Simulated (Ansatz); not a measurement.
C2H7B⁺, that is BMe2H with one electron fewer. Total charge 1; doublet. Geometry PBE-D4/def2-TZVP; atoms count from 1.

```csv
atom,x (Å),y (Å),z (Å)
B1,0.086,-0.261,0.175
C2,-0.306,0.961,1.079
H3,-1.352,1.113,0.727
H4,0.421,1.709,0.691
H5,-0.281,0.953,2.174
C6,0.235,-0.759,-1.230
H7,1.284,-1.048,-1.434
H8,-0.066,0.001,-1.980
H9,-0.370,-1.670,-1.401
H10,0.348,-0.998,1.199
```

(1) Estimate the Mulliken populations from the PBE0/def2-TZVP orbitals of Ansatz.

(2) Where does the spin sit?

(3) And the Mayer bond orders between heavy atoms (over 0.3)?

Results:

(1) 
```tsv
atom	charge (e)	spin (α − β)
B1	0.03	0.20
C2	-0.29	0.31
H3	0.24	0.04
H4	0.24	0.04
H5	0.24	0.00
C6	-0.35	0.02
H7	0.22	0.00
H8	0.21	0.05
H9	0.22	0.00
H10	0.24	0.34
```
Mulliken values depend strongly on the basis.

(2) Summed by element: B 0.20, C 0.33, H 0.47, of 1 unpaired in all. Largest on single atoms: H10 0.34, C2 0.31, B1 0.20.

(3) B1–C2 1.02 (1.57 Å); B1–C6 1.23 (1.50 Å).
